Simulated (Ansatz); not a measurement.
This script for Ansatz 0.2.0 through its Python package starts 5 runs on C2H6O3, SMILES COC(O)O. What input does the engine get in each?

The script, `methods_c2h6o3.py`:
```python
"""One geometry of C2H6O3, method by method."""

from pathlib import Path

import ansatz as az
import numpy as np

GEOMETRY = """
C    -1.27440    0.22940    0.85410
O    -0.64720    0.44350   -0.39330
C     0.53790   -0.26650   -0.44340
O     1.59180    0.28880    0.44380
O     1.12550   -0.20630   -1.73860
H    -0.73100    0.68580    1.67170
H    -1.52710   -0.77970    1.01660
H    -2.22490    0.84720    0.78890
H     0.41030   -1.30250   -0.12330
H     1.75820    1.09860    0.00550
H     1.04620   -1.09530   -2.06140
"""


def main() -> None:
    system = az.Crystal.molecule()
    for line in GEOMETRY.strip().splitlines():
        symbol, *xyz = line.split()
        system = system.atom(symbol, [float(v) for v in xyz])

    job = system.calculation().basis(gaussian="cc-pVDZ")

    print("functional    E (Ha)        dipole (D)   HOMO (eV)  LUMO (eV)")
    for name in ["blyp", "revpbe", "lc_wpbe", "pbe0", "cam_b3lyp"]:
        rep = job.functional(name).forces().orbitals().run(threads=1, pin="off", runs_dir="runs").report
        lines = Path(rep["orbitals_path"]).read_text().splitlines()
        field_of = lambda key: [line.split("=")[1].strip() for line in lines if line.startswith(key)]
        orbitals = [(27.211386 * float(e), s, float(n)) for e, s, n in zip(field_of("Ene="), field_of("Spin="), field_of("Occup="))]
        homo = max(e for e, _, n in orbitals if n > 0.5)
        lumo = min(e for e, _, n in orbitals if n < 0.5)
        dipole = 4.803205 * np.linalg.norm(rep["charge_distribution"]["dipole_moment_e_ang"])
        print(f"{name:10s} {rep['free_energy_ev'] / 27.211386246:14.6f} {dipole:9.3f} {homo:11.3f} {lumo:10.3f}")


if __name__ == "__main__":
    main()
```

Run 1:
```yaml
crystal:
  periodic: [false, false, false]
  atoms:
    - { symbol: C, position_ang: [-1.2744, 0.2294, 0.8541] }
    - { symbol: O, position_ang: [-0.6472, 0.4435, -0.3933] }
    - { symbol: C, position_ang: [0.5379, -0.2665, -0.4434] }
    - { symbol: O, position_ang: [1.5918, 0.2888, 0.4438] }
    - { symbol: O, position_ang: [1.1255, -0.2063, -1.7386] }
    - { symbol: H, position_ang: [-0.731, 0.6858, 1.6717] }
    - { symbol: H, position_ang: [-1.5271, -0.7797, 1.0166] }
    - { symbol: H, position_ang: [-2.2249, 0.8472, 0.7889] }
    - { symbol: H, position_ang: [0.4103, -1.3025, -0.1233] }
    - { symbol: H, position_ang: [1.7582, 1.0986, 0.0055] }
    - { symbol: H, position_ang: [1.0462, -1.0953, -2.0614] }
basis:
  gaussian:
    orbitals: cc-pVDZ
hamiltonian:
  xc: blyp
output:
  orbitals: {}
  forces: true
```

Run 2, against run 1:
```diff
-  xc: blyp
+  xc: revpbe
```

Run 3, against run 1:
```diff
-  xc: blyp
+  xc: lc_wpbe
```

Run 4, against run 1:
```diff
-  xc: blyp
+  xc: pbe0
```

Run 5, against run 1:
```diff
-  xc: blyp
+  xc: cam_b3lyp
```

Output of `python methods_c2h6o3.py`:
```text
functional    E (Ha)        dipole (D)   HOMO (eV)  LUMO (eV)
blyp          -305.387680     1.659      -5.726      0.601
revpbe        -305.381907     1.666      -5.812      0.726
lc_wpbe       -305.302960     1.908     -10.612      3.945
pbe0          -305.149191     1.843      -7.768      1.607
cam_b3lyp     -305.358990     1.863      -9.226      2.464
```

Total energies depend on the basis set; only differences at equal settings carry meaning. The geometry is a force-field or estimated start, not a minimum of this method, and the basis set is short of its limit. A lower total doesn't mark the better method: functionals have no common bound, and MP2 and coupled cluster aren't variational. Levels such as HOMO and LUMO are orbital energies: with these approximate functionals they aren't the ionisation energy and electron affinity, and their gap isn't the fundamental gap. Timing: 9.7 s on 1 thread of Intel(R) Xeon(R) 6975P-C (Granite Rapids), on a shared host, peak memory 0.29 GiB.

(Lines on the test bed's own set-up are left out of the output.)
